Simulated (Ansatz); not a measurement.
bcc Li, treated with PBEsol in Ansatz (PAW).

Run with plane-wave cutoff 500 eV, 16×16×1 k mesh (along the axes of the cell as run), Fermi–Dirac smearing 0.1 eV, scalar-relativistic PAW data made under PBE.

Q: What does this level give for the surface energy of the (310) face and work function of the (310) face?

A: 
- surface energy of the (310) face: 0.52 J/m²
- work function of the (310) face: 3.00 eV

The slab of 10 atoms is relaxed and unreconstructed.

Ansatz is an electronic-structure program.
